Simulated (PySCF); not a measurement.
Vibration and rotation of F₂⁺

PBE0 constants of F₂⁺, ²Πg (doublet), unpaired electrons π ↑ (basis F def2-TZVP; no relativity; PySCF 2.14; masses 18.9984 and 18.9984 u):

| Property | Result |
| --- | --- |
| ωe | 1303.3 cm⁻¹ |
| ωexe | 7.5 cm⁻¹ |
| Be | 1.0952 cm⁻¹ |
| αe | 0.00972 cm⁻¹ |
| D (centrifugal) | 3.09e-06 cm⁻¹ |
| De to F⁺ + F | 3.51 eV |

Problem. Give the vibrational terms G(v) and spacings up to v = 6.

Solution. G(v) = ωe(v+½) − ωexe(v+½)².

```
v  G(v) (cm⁻¹)  G(v) − G(v−1)  Bv (cm⁻¹)
0          650                     1.090
1         1938           1288      1.081
2         3211           1273      1.071
3         4470           1258      1.061
4         5713           1243      1.051
5         6941           1228      1.042
6         8155           1213      1.032
```

Problem. How well does the Morse estimate ωe²/(4ωexe) reproduce De, and what is D0?

Solution. It gives 7.02 eV, 200 % of the computed De. D0 = De − G(0) = 3.51 − 0.08 = 3.43 eV.

The state was picked by a PBE0 search and need not be the measured ground state.
